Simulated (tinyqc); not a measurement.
Worked calculation: LCCD on RHF in the sto-3g basis, for HF, spin multiplicity 1. One step of it, computed by the program tinyqc.

Question. Integrals over molecular orbitals. (pq|rs) = sum C_ip C_jq C_kr C_ls (ij|kl), one index at a time.

coefficients C:
```
,MO1,MO2,MO3,MO4,MO5,MO6
1F 1s,0.994761,-0.251178,0.076793,0.000000,0.000000,0.079079
1F 2s,0.022138,0.950165,-0.402611,0.000000,0.000000,-0.501469
1F 2px,0.000000,0.000000,0.000000,-0.249337,0.968417,0.000000
1F 2py,0.000000,0.000000,0.000000,0.968417,0.249337,0.000000
1F 2pz,0.002579,0.074455,0.696790,0.000000,0.000000,-0.813645
2H 1s,-0.005194,0.147602,0.537772,0.000000,0.000000,1.042606
```

core Hamiltonian H = T + V (hartree), lower triangle:
```
,1F 1s,1F 2s,1F 2px,1F 2py,1F 2pz,2H 1s
1F 1s,-40.571109
1F 2s,-9.519634,-11.046441
1F 2px,0.000000,0.000000,-8.709475
1F 2py,0.000000,0.000000,0.000000,-8.709475
1F 2pz,-0.013484,-0.163293,0.000000,0.000000,-8.811803
2H 1s,-1.762202,-3.729782,0.000000,0.000000,-2.467674,-5.210937
```

Two-electron integrals (ij|kl) in chemists' order, unique and non-zero (hartree):
```
i,j,k,l,(ij|kl)
1,1,1,1,5.403501
2,1,1,1,0.841920
2,1,2,1,0.156299
2,2,1,1,1.268028
2,2,2,1,0.292344
2,2,2,2,0.926167
3,1,3,1,0.027998
3,2,3,1,0.043169
3,2,3,2,0.204588
3,3,1,1,1.264502
3,3,2,1,0.292403
3,3,2,2,0.925959
3,3,3,3,0.997514
4,1,4,1,0.027998
4,2,4,1,0.043169
4,2,4,2,0.204588
4,3,4,3,0.053770
4,4,1,1,1.264502
4,4,2,1,0.292403
4,4,2,2,0.925959
4,4,3,3,0.889973
4,4,4,4,0.997514
5,1,5,1,0.027998
5,2,5,1,0.043169
5,2,5,2,0.204588
5,3,5,3,0.053770
5,4,5,4,0.053770
5,5,1,1,1.264502
5,5,2,1,0.292403
5,5,2,2,0.925959
5,5,3,3,0.889973
5,5,4,4,0.889973
5,5,5,5,0.997514
6,1,1,1,0.157053
6,1,2,1,0.028899
6,1,2,2,0.053675
6,1,3,3,0.053594
6,1,4,4,0.053594
6,1,5,1,0.001185
6,1,5,2,0.002216
6,1,5,5,0.053844
6,1,6,1,0.005399
6,2,1,1,0.385294
6,2,2,1,0.089969
6,2,2,2,0.316567
6,2,3,3,0.312022
6,2,4,4,0.312022
6,2,5,1,0.006116
6,2,5,2,0.047109
6,2,5,5,0.325352
6,2,6,1,0.016862
6,2,6,2,0.131560
6,3,3,1,0.009567
6,3,3,2,0.056124
6,3,5,3,0.009994
6,3,6,3,0.019809
6,4,4,1,0.009567
6,4,4,2,0.056124
6,4,5,4,0.009994
6,4,6,4,0.019809
6,5,1,1,0.256794
6,5,2,1,0.060751
6,5,2,2,0.228873
6,5,3,3,0.218985
6,5,4,4,0.218985
6,5,5,1,0.013188
6,5,5,2,0.088574
6,5,5,5,0.248389
6,5,6,1,0.011881
6,5,6,2,0.116581
6,5,6,5,0.122350
6,6,1,1,0.526597
6,6,2,1,0.124990
6,6,2,2,0.506263
6,6,3,3,0.488630
6,6,4,4,0.488630
6,6,5,1,0.011034
6,6,5,2,0.118595
6,6,5,5,0.540934
6,6,6,1,0.023594
6,6,6,2,0.265470
6,6,6,5,0.273245
6,6,6,6,0.774606
```

Give: one-electron integrals over orbitals h = C^T H C; Two-electron integrals over orbitals.

Answer.

one-electron integrals over orbitals h = C^T H C (hartree), lower triangle:
```
,1,2,3,4,5,6
1,-40.5530
2,0.7058,-9.1433
3,-0.2060,0.5606,-7.5161
4,0.0000,0.0000,0.0000,-8.7095
5,0.0000,0.0000,0.0000,0.0000,-8.7095
6,-0.2158,1.1432,1.9133,0.0000,0.0000,-6.1098
```

Two-electron integrals over orbitals (pq|rs), unique and non-zero (hartree):
```
p,q,r,s,(pq|rs)
1,1,1,1,5.3627
2,1,1,1,-0.5068
2,1,2,1,0.0757
2,2,1,1,1.2036
2,2,2,1,-0.0201
2,2,2,2,0.8576
3,1,1,1,0.1544
3,1,2,1,-0.0213
3,1,2,2,0.0125
3,1,3,1,0.0224
3,2,1,1,-0.1437
3,2,2,1,0.0083
3,2,2,2,-0.0238
3,2,3,1,0.0209
3,2,3,2,0.1558
3,3,1,1,0.9898
3,3,2,1,-0.0107
3,3,2,2,0.7485
3,3,3,1,-0.0051
3,3,3,2,-0.0445
3,3,3,3,0.7559
4,1,4,1,0.0296
4,2,4,1,0.0392
4,2,4,2,0.1818
4,3,4,1,-0.0110
4,3,4,2,-0.0413
4,3,4,3,0.0465
4,4,1,1,1.2640
4,4,2,1,-0.0145
4,4,2,2,0.8801
4,4,3,1,0.0045
4,4,3,2,-0.0772
4,4,3,3,0.7463
4,4,4,4,0.9975
5,1,5,1,0.0296
5,2,5,1,0.0392
5,2,5,2,0.1818
5,3,5,1,-0.0110
5,3,5,2,-0.0413
5,3,5,3,0.0465
5,4,5,4,0.0538
5,5,1,1,1.2640
5,5,2,1,-0.0145
5,5,2,2,0.8801
5,5,3,1,0.0045
5,5,3,2,-0.0772
5,5,3,3,0.7463
5,5,4,4,0.8900
5,5,5,5,0.9975
6,1,1,1,0.1604
6,1,2,1,-0.0260
6,1,2,2,0.0006
6,1,3,1,-0.0090
6,1,3,2,-0.0250
6,1,3,3,0.0116
6,1,4,4,0.0044
6,1,5,5,0.0044
6,1,6,1,0.0251
6,2,1,1,-0.2346
6,2,2,1,0.0052
6,2,2,2,-0.1249
6,2,3,1,-0.0202
6,2,3,2,-0.0496
6,2,3,3,-0.0355
6,2,4,4,-0.1229
6,2,5,5,-0.1229
6,2,6,1,0.0161
6,2,6,2,0.0961
6,3,1,1,-0.3640
6,3,2,1,0.0063
6,3,2,2,-0.1736
6,3,3,1,0.0022
6,3,3,2,0.0942
6,3,3,3,-0.1205
6,3,4,4,-0.2018
6,3,5,5,-0.2018
6,3,6,1,-0.0063
6,3,6,2,0.0551
6,3,6,3,0.1827
6,4,4,1,-0.0103
6,4,4,2,-0.0409
6,4,4,3,-0.0156
6,4,6,4,0.0313
6,5,5,1,-0.0103
6,5,5,2,-0.0409
6,5,5,3,-0.0156
6,5,6,5,0.0313
6,6,1,1,0.8825
6,6,2,1,-0.0090
6,6,2,2,0.6775
6,6,3,1,0.0153
6,6,3,2,0.0683
6,6,3,3,0.6686
6,6,4,4,0.6489
6,6,5,5,0.6489
6,6,6,1,-0.0095
6,6,6,2,-0.0658
6,6,6,3,-0.0157
6,6,6,6,0.7108
```
